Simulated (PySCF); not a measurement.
Molecule: `C1CCN1`, C3H7N.

Molfile (atoms numbered from 1):
```
C3H7N
     RDKit          3D

 11 11  0  0  0  0  0  0  0  0999 V2000
    0.0538    0.9016   -0.3504 C   0  0  0  0  0  0  0  0  0  0  0  0
    1.0261   -0.1211    0.2621 C   0  0  0  0  0  0  0  0  0  0  0  0
    0.0551   -1.1733   -0.0416 N   0  0  0  0  0  0  0  0  0  0  0  0
   -1.0184   -0.1855   -0.1640 C   0  0  0  0  0  0  0  0  0  0  0  0
   -0.0861    1.8548    0.1775 H   0  0  0  0  0  0  0  0  0  0  0  0
    0.2678    1.1002   -1.4099 H   0  0  0  0  0  0  0  0  0  0  0  0
    2.0150   -0.2407   -0.2131 H   0  0  0  0  0  0  0  0  0  0  0  0
    1.1849    0.0638    1.3440 H   0  0  0  0  0  0  0  0  0  0  0  0
   -0.0676   -1.9012    0.6578 H   0  0  0  0  0  0  0  0  0  0  0  0
   -1.6070   -0.0246    0.7619 H   0  0  0  0  0  0  0  0  0  0  0  0
   -1.7255   -0.3594   -0.9934 H   0  0  0  0  0  0  0  0  0  0  0  0
  1  2  1  0
  2  3  1  0
  3  4  1  0
  4  1  1  0
  1  5  1  0
  1  6  1  0
  2  7  1  0
  2  8  1  0
  3  9  1  0
  4 10  1  0
  4 11  1  0
M  END
```

Spin–spin couplings on one PBE0-D3(BJ)/def2-SVP geometry, PySCF 2.14, gas phase, non-relativistic, equivalent pairs averaged (spin–dipole term only in couplings to heteroatoms); isotopes $^{13}$C, $^{1}$H, $^{15}$N; functional B3LYP.

**Question.** How do the couplings (Hz) change with the basis set? Times are CPU seconds on shared hosts with different chips, so compare them loosely. Far from the basis limit: 6-31G*, pcJ-0, 6-31G-J, def2-TZVP, cc-pVTZ.

**Answer.** 
| basis set | functions | $^{1}J$(C2,H7) | $^{1}J$(C1,H5) | $^{1}J$(N3,H9) | $^{1}J$(C1,C2) | $^{1}J$(C2,N3) | $^{2}J$(H5,H6) | $^{2}J$(C2,C4) | core-s |
| --- | --- | --- | --- | --- | --- | --- | --- | --- | --- |
| 6-31G* | 70 | 152.3 | 152.3 | -66.7 | 41.4 | -8.4 | -12.6 | -9.6 | 4 |
| pcJ-0 | 73 | 123.6 | 122.6 | -54.2 | 21.8 | -0.4 | -11.2 | -6.8 | 2.9 |
| 6-31G-J | 76 | 150.1 | 148.1 | -68.8 | 29.6 | -1.6 | -14.0 | -8.4 | 3.3 |
| def2-TZVP | 166 | 138.5 | 135.5 | -62.9 | 27.8 | -2.0 | -9.3 | -8.4 | 8.9 |
| pcJ-1 | 178 | 145.8 | 143.5 | -67.9 | 30.5 | -3.9 | -11.1 | -8.3 | 12 |
| cc-pVTZ | 218 | 130.6 | 126.2 | -52.2 | 21.0 | 0.0 | -9.1 | -7.1 | 19 |
| aug-cc-pVTZ-J | 324 | 148.1 | 144.7 | -69.6 | 28.1 | -2.8 | -11.5 | -8.4 | 28 |

The Fermi-contact term samples the wavefunction at the nucleus, which is why sets with added tight s functions (names with J) are made for couplings.
